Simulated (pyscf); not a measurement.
**Four-centre exchange: F–GeH₃ (SMILES [F][GeH3]) + HF (SMILES F) -> F–GeH₂–F (SMILES [F][GeH2][F]) + H₂ (SMILES [H][H])**

Gas phase, singlet surface, charge 0. Bonds broken: Ge1–H3, F6–H7. Bonds formed: Ge1–F6, H3–H7. Single points on ωB97X-D3(BJ)/def2-SVP structures (PySCF, gas phase).

Transition state (Å):

```xyz
7

Ge    -1.1376    -0.2116     0.0127
F     -1.3704     0.8441     1.3878
H     -0.1733    -0.6910    -1.4336
H     -2.3721     0.0809    -0.8332
H     -0.8679    -1.5498     0.6934
F      0.4710     0.9711    -0.3766
H      0.3944     0.1586    -1.1343
```

One imaginary mode, 1059i cm⁻¹; descent along it reached the two sides named, in the forms told below.

```csv
bond,change,reactant side (Å),saddle,product side
Ge1–H3,breaks,1.526,1.803,3.2
F6–H7,breaks,0.937,1.114,2.523
Ge1–F6,forms,3.0,2.034,1.734
H3–H7,forms,3.0,1.065,0.760
```

Electronic energies relative to the separated reactants (kcal/mol):

| level | barrier | reaction energy | reverse barrier |
|---|---|---|---|
| ωB97X-D3(BJ)/def2-TZVP | 34.3 | -13.8 | 48.1 |
| PBE/def2-TZVP | 27.9 | -13.2 | 41.1 |
| r²SCAN/def2-TZVP | 29.4 | -15.2 | 44.6 |
| B3LYP-D3(BJ)/def2-TZVP | 33.5 | -13.8 | 47.3 |
| PBE0-D3(BJ)/def2-TZVP | 32.2 | -11.8 | 44.1 |
| M06-2X/def2-TZVP | 33.2 | -17.7 | 50.9 |
| ωB97M-D3(BJ)/def2-TZVP | 34.3 | -12.9 | 47.2 |
| HF/def2-TZVP | 51.2 | -12.8 | 64.0 |

With ωB97M-D3(BJ)/def2-TZVP energies and thermal terms (ideal gas, 1 atm, RRHO with modes under 100 cm⁻¹ raised to 100, one conformer, R ln 2 for chiral ones without a mode under 150 cm⁻¹), in kcal/mol:

```
T (K)   ΔH‡   ΔG‡     ΔH     ΔG
-----  ----  ----  -----  -----
298    32.8  41.9  -15.2  -14.0
600    32.5  51.2  -14.6  -12.9
900    32.7  60.6  -14.1  -12.2
1200   33.1  69.9  -13.8  -11.6
```

On the reactant side the descent ends in a complex (not fully relaxed), 7.0 kcal/mol under the separated species and 41.3 kcal/mol under the saddle at ωB97X-D3(BJ)/def2-TZVP. The same reactants have a lower exit, to F–GeH₃ + HF (barrier +17.3 kcal/mol at ωB97M-D3(BJ)/def2-TZVP, against +34.3 kcal/mol here). One saddle was located; it need not be the lowest between these sides. Elements up to Kr have no core potential and no relativistic terms here.
